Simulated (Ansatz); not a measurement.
`ClC1=C(Cl)C1`, relaxed with RKS PBE-D4/def2-SVP in Ansatz 0.2.0 from a rough embedded geometry. The force threshold is 0.03 eV/Å; the program also tests the step.

Total charge 0; spin multiplicity 1.

Start:

```xyz
7

Cl   -0.480    2.075   -1.191
C    -0.229    0.640   -0.453
C    -0.581   -0.566   -0.137
Cl   -1.625   -1.764   -0.058
C     0.657   -0.103    0.411
H     0.708    0.196    1.452
H     1.551   -0.477   -0.025
```

```tsv
step	energy (eV)	largest force (eV/Å)	largest move (Å)
1	-28161.4500	3.038	0.000
2	-28161.8423	1.558	0.063
3 (rejected)	-28161.4337	4.154	0.183
4	-28161.9596	0.396	0.083
5	-28161.9605	0.343	0.013
6	-28161.9620	0.029	0.006
```

End:

```xyz
7

Cl   -0.529    2.120   -1.266
C    -0.263    0.659   -0.454
C    -0.630   -0.550   -0.105
Cl   -1.732   -1.835   -0.128
C     0.709   -0.089    0.438
H     0.797    0.193    1.510
H     1.647   -0.498    0.005
```

It took 11 s on 2 threads of an Arm Neoverse V1 on a shared host, with 0.16 GiB of host memory at the peak.
